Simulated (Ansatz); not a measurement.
## Cost against result

Saddle point of SiNH₆F, singlet (SiNH₄F ([NH2][SiH2][F]) + H₂ → SiNH₅ ([NH2][SiH3]) + HF; bonds formed: Si1–H7, F2–H6; bonds broken: Si1–F2, H6–H7), PBE0-D4/def2-TZVP structure:

```xyz
9
angstrom
Si 0.4246 -0.0714 0.3184
F 0.1019 -0.9143 -1.4372
H 1.1543 -1.2996 0.6905
H 0.9282 0.9868 1.2485
N -1.2443 0.1388 0.4656
H 0.8714 0.0119 -1.4137
H 1.3209 0.7036 -0.8947
H -1.9189 -0.3393 -0.1044
H -1.6381 0.7835 1.1270
```

Barriers are electronic and count from the start structure reached by relaxing down the imaginary mode.

Ansatz 0.2.0; basis: as named in each row; cores frozen in the correlated methods. B3LYP uses VWN-RPA correlation. Extrapolation: Hartree–Fock as exp(−7.88 √X), correlation as X^−2.97.

Times are rough, for one single point on 2 threads of a shared host (Arm Neoverse V2).

The estimate by CCSD(T) at an estimated basis limit (MP2 extrapolated from triple and quadruple zeta, plus CCSD(T) − MP2 in triple zeta) is 59.16 kcal/mol.

| method | basis | time (s) | barrier (kcal/mol) | method less estimate |
| --- | --- | --- | --- | --- |
| SPW92 | def2-TZVPP | under 1 | 40.40 | -18.76 |
| PBE-D4 | def2-TZVPP | 1 | 48.89 | -10.27 |
| BLYP-D4 | def2-TZVPP | 2 | 54.48 | -4.68 |
| PBE0-D4 | def2-TZVPP | 2 | 53.10 | -6.06 |
| BHLYP-D4 | def2-TZVPP | 2 | 61.90 | 2.74 |
| B3LYP-D4 | def2-TZVPP | 2 | 57.14 | -2.02 |
| CAM-B3LYP-D4 | def2-TZVPP | 2 | 57.31 | -1.85 |
| r2SCAN-D4 | def2-TZVPP | 3 | 53.30 | -5.86 |
| RPA on PBE | def2-TZVPP | 3 | 58.88 | -0.28 |
| r2SCAN0-D4 | def2-TZVPP | 3 | 56.02 | -3.14 |
| B2PLYP | def2-TZVPP | 3 | 58.63 | -0.53 |
| PBE-QIDH | def2-TZVPP | 3 | 56.96 | -2.20 |
| wB97X-V | def2-TZVPP | 6 | 57.00 | -2.16 |
| B97M-V | def2-TZVPP | 6 | 56.19 | -2.97 |
| wB97M-V | def2-TZVPP | 6 | 56.47 | -2.69 |
| MP2 | def2-QZVPP | 12 | 58.93 | -0.23 |
| CCSD(T) | def2-TZVPP | 34 | 59.25 | 0.09 |

All methods are single points on the PBE0-D4 structures.

T1 diagnostic: at most 0.013.

Labels in which every atom is bracketed show which atoms are joined, not bond orders.
